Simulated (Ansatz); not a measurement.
**CH2AlN: rigid scan of one bond length, by script**

How does the energy of CH2AlN change as one bond is stretched? The task is a rigid scan of one bond length, for CH2AlN. SMILES: N#[C][AlH2].

All numbers are computed with the Python package of Ansatz 0.2.0. Level of theory: r2SCAN/cc-pVDZ.

## 1. The structure

Bond lengths: N1–C2 1.219 Å, C2–Al3 1.968 Å, Al3–H4 1.506 Å, Al3–H5 1.598 Å. Angles: N1–C2–Al3 178.7°, C2–Al3–H4 119.6°, C2–Al3–H5 118.5°, H4–Al3–H5 121.5°.

The script holds or builds the structure itself.

## 2. The code

run_scan.py

```python
# -*- coding: utf-8 -*-
"""Stretching a bond of CH2AlN, the rest held rigid."""

import warnings

import ansatz
from ase import Atoms
import numpy as np

warnings.simplefilter("ignore", ansatz.DeckWarning)

atoms = Atoms(["N", "C", "Al", "H", "H"], positions=[
    [1.441, -1.405, 1.4268],
    [0.7124, -0.711, 0.7386],
    [-0.4514, 0.3868, -0.4078],
    [-1.5963, -0.259, -1.1423],
    [-0.0558, 1.9145, -0.6567],
])
geometry = ansatz.Crystal.molecule_from_ase(atoms)

symbols = [site.symbol for site in geometry.cartesian_sites]
start = np.array([site.position_ang for site in geometry.cartesian_sites])
axis = (start[1] - start[2]) / np.linalg.norm(start[1] - start[2])
moving = [0, 1]
lengths, energies = [1.732, 1.811, 1.889, 1.968, 2.047, 2.126, 2.204, 2.322], []
for length in lengths:
    xyz = start.copy()
    xyz[moving] += (length - np.linalg.norm(start[1] - start[2])) * axis
    point = ansatz.Crystal.molecule()
    for symbol, place in zip(symbols, xyz):
        point = point.atom(symbol, place.tolist())
    calc = (
        point.calculation()
        .basis(gaussian="cc-pVDZ")
        .functional("r2scan")
    )
    r = calc.run(threads=1, pin="off").report
    energies.append(r["free_energy_ev"])
    print(f"r = {length:6.3f} A  E = {energies[-1]:.5f} eV  <S^2> = {abs(r['mean_field']['state']['spin_squared']):.3f}")

# quartic fit about the minimum
fit = np.polynomial.Polynomial.fit(lengths, np.array(energies) - min(energies), 4).convert()
roots = [r.real for r in fit.deriv().roots() if abs(r.imag) < 1e-9 and fit.deriv(2)(r.real) > 0]
r_e = min(roots, key=lambda r: abs(r - lengths[int(np.argmin(energies))]))
print(f"minimum of the fit at {r_e:.4f} A, force constant {fit.deriv(2)(r_e):.2f} eV/A^2")
```

## 3. The calls as engine input

The engine receives this input (first run):

```yaml
crystal:
  periodic: [false, false, false]
  atoms:
    - { symbol: "N", position_ang: [1.301332292002196, -1.2732529559718255, 1.2892204670487346] }
    - { symbol: C, position_ang: [0.5727322920021958, -0.5792529559718256, 0.6010204670487346] }
    - { symbol: Al, position_ang: [-0.4514, 0.3868, -0.4078] }
    - { symbol: H, position_ang: [-1.5963, -0.259, -1.1423] }
    - { symbol: H, position_ang: [-0.0558, 1.9145, -0.6567] }
basis:
  gaussian:
    orbitals: cc-pVDZ
hamiltonian:
  xc: r2scan
```

## 4. Launch

Command:

```
> python run_scan.py
```

Q: Predict the main results. Wanted: range of energy; lowest point, distance.

The runs gave:

| quantity | value |
| --- | --- |
| bond length at the fit's minimum | 1.9523 Å |
| runs compared | 8 |
| range of energy | 0.638 eV |
| lowest point, distance (Å) | 1.97 |

The curve has its lowest point inside the range, at 1.97. The ends stand 0.5 and 0.638 eV above it. The distance scanned is the script's pair 2, 1. What to keep in mind:
- The rest of the molecule is held rigid at a force-field or estimated start geometry, and the basis set is modest; single-reference methods fail as a bond breaks.
- The orbitals are restricted, so S² is zero by construction.
